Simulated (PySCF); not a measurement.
# F5P (Phosphorus pentafluoride): the cost of one run

The runs use PySCF 2.14.0, with density-fitted response routines of our own; the level of theory stands in each step. All values are computed, except where a source is named. Atoms count from 0, in the outputs and in this text.

### Step 1. The molecule as given

6 atoms, charge 0, multiplicity 1; geometry from: GFN2-xTB.

Bonds of the start (Å): F0–P1 1.59, P1–F2 1.56, P1–F3 1.56, P1–F4 1.56, P1–F5 1.59.

### Step 2. Geometry optimisation at PBE0-D3(BJ)/def2-SVP

Job settings and geometry (Å):

```
{"job": {"xc": "PBE0", "basis": "def2-SVP", "d3": "d3bj", "grid": 1, "kind": "geom"}, "charge": 0, "multiplicity": 1}
F      1.579153     0.132780    -0.125233
P      0.000478     0.000326    -0.004123
F     -0.149312     1.525516    -0.291951
F      0.153520    -0.498008     1.465024
F     -0.002327    -1.025578    -1.178820
F     -1.578390    -0.133047     0.113528
```

Run with:

```sh
OMP_NUM_THREADS=1 python probes_run.py task.json out
```

The driver reads the jobs from task.json and runs them one after another.

Q: Estimate the wall time and peak memory of this first job on 1 thread of Arm Neoverse V1, shared host.

About 27 s, with a peak of 0.37 GiB.
